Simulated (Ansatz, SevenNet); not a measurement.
Elastic constant C13 (GPa) of solids drawn from the class of tetrahedrally bonded semiconductors and semimetals, at two levels: the machine-learned potential SevenNet-0 (trained on PBE and PBE+U data), and PBE in Ansatz (plane waves, PAW).

```tsv
solid	SevenNet-0	PBE	shift (%)
wurtzite ZnO	98.6	92.8	-5.9
wurtzite GaN	102	80.2	-21
wurtzite CdS	38.1	37.3	-2.1
wurtzite AlN	111	97.4	-12.3
2H-SiC	93.6	50.5	-46
wurtzite BN (high-pressure phase)	149	58.2	-61
```

The shifts run from -61 % to -2.1 %, with a median of -16.8 %.

Over all 6 rows PBE is the larger in 0.

Ansatz's runs of these crystals have no spin polarisation.

Each level is taken at its own relaxed cell. Ansatz's density-functional and Hartree–Fock values are scalar-relativistic unless marked +SOC, with PAW data made under PBE.

Ansatz is a program for electronic structure.
